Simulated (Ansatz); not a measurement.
# Li2− (doublet): from Hartree-Fock to the top rungs at distance Li1–Li2 = 8.365 Å, aug-cc-pVTZ

The task here is to estimate one member of a computed series from the others.

The runs use Ansatz 0.2.0, Gaussian basis; aug-cc-pVTZ, core rule «outside noble gas», up to 2 orbitals frozen.

To be run: UHF; CCSD(T) on ROHF; CCSD(T) on UHF; BCCD(T) on ROHF; CCSDT on ROHF; CCSDT on UHF; Full CI.

44 further runs of the same task are left out: 27 for a known fault of the program, 16 that didn't finish, 1 set aside as unsound or not needed.

## What is computed

The geometry derives from a PBE0/def2-TZVPD stationary point (not a proven minimum). One bond is set to the value named and the two fragments are kept rigid.

2 atoms, charge -1, spin multiplicity 2.

Atoms are counted from 1 here; the program's logs count them from 0.

No contacts short enough for the rule that draws bonds.

The first run:

in.yaml

```yaml
crystal:
  periodic: [false, false, false]
  atoms:
    - {symbol: Li, position_ang: [0.000000, 0.000000, 0.000000]}
    - {symbol: Li, position_ang: [0.000000, 0.000000, 8.365000]}
basis:
  gaussian: {orbitals: aug-cc-pVTZ}
total_charge: -1
magnetization: {spin_polarized: true, initial_magnetization: 1}
hamiltonian: {xc: hf}
output: {orbitals: {seedname: orbitals}}
```

The run is started by

```sh
> ansatz run in.yaml --threads 1 --pin off --events-out ev --progress --plain --max-ram 2393MiB
```

Among the steps run: UHF; CCSD(T) on ROHF; CCSD(T) on UHF; BCCD(T) on ROHF; CCSDT on ROHF; CCSDT on UHF; Full CI.

One table of the session follows, with a row left open; its other results are not shown here.

| method | from FCI (kcal/mol) |
| --- | --- |
| UHF | +15.45 |
| RMP2 | +7.49 |
| UMP2 | ? |
| RCCSD | +1.01 |
| UCCSD | +0.29 |
| RCCSD(T) | +0.32 |
| UCCSD(T) | +0.10 |
| BCCD(T) | +0.29 |
| RCCSDT | 0.00 |
| UCCSDT | 0.00 |
| FCI | 0 |

Q: Estimate the row for UMP2 from the others.

As computed: from FCI (kcal/mol): +9.45. In the column «from FCI (kcal/mol)» it lies between RMP2 (+7.49) and UHF (+15.45).

Left out of the table: ROHF (another determinant or state than the rows shown).

The program flags RCCSD(T), BCCD(T), RCCSDT as in doubt (see the logs), so those rows may rest on another solution; read them beside their warnings.

To keep in mind: The determinant is far from a pure spin state, so its energy mixes those of several spin states (harmless only where they are near-degenerate, as at dissociation). The report flags that the cluster equations may have other roots. The program flags RCCSD(T), BCCD(T), RCCSDT as in doubt, so those rows may rest on another solution; read them beside their warnings. Levels on UHF freeze UHF's core orbitals, full CI those of ROHF, so the U rows can settle a little off it for that reason alone. Restricted and unrestricted rows rest on different reference determinants; where their highest levels disagree by more than a few hundredths of an eV, they describe different states and don't form one ladder.
